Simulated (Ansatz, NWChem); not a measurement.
**CH4N (SMILES [CH2]N): from total energies to a heat of formation**

CH4N has 6 atoms, charge 0, and is taken as a doublet. SMILES: `[CH2]N`. Geometry: relaxed at PBE0-D4/def2-TZVP. This is one conformer, not always the lowest.

Total energies at UBHLYP/def2-TZVP (NWChem 7.3.0); the atoms run unrestricted:

```tsv
species	state	energy (Eh)
CH4N	doublet	-95.180633
C	triplet	-37.847744
N	quartet	-54.590855
H	doublet	-0.498545
```

Harmonic wavenumbers at UPBE0-D4/def2-TZVP, in cm⁻¹: 444, 598, 681, 937, 1249, 1324, 1478, 1652, 3167, 3278, 3572, 3674.

Measured heats of formation of the gaseous atoms at 298.15 K, in kJ/mol: C 716.9, N 472.4, H 218.0. Take 1 Eh = 2625.50 kJ/mol, 1 cm⁻¹ = 0.0119627 kJ/mol, RT = 2.479 kJ/mol.

Task: Work out the heat of formation of the gas at 298 K.

Result: 
1. Electronic atomisation energy: (-37.847744) + (-54.590855) + 4 × (-0.498545) − (-95.180633) = 0.747854 Eh = 1963.5 kJ/mol.
2. Zero-point energy: half the sum of the wavenumbers, 11027 cm⁻¹ = 131.9 kJ/mol.
3. Thermal vibrational enthalpy, Σ hcν̃/(exp(hcν̃/kT) − 1): 1.7 kJ/mol. Translation, rotation and pV of a non-linear molecule: 4 RT = 9.9 kJ/mol.
4. The 6 free atoms carry 5/2 RT each: 37.2 kJ/mol.
5. Atomisation enthalpy at 298 K: 1963.5 − 131.9 − 1.7 − 9.9 + 37.2 = 1857.2 kJ/mol.
6. Sum of the atoms' heats of formation: 2061.3 kJ/mol. Heat of formation: 2061.3 − 1857.2 = +204.1 kJ/mol.

No measured value is set beside it here. Hybrids with much exact exchange underbind. Anharmonicity and any spin-orbit splitting of the molecule are left out.
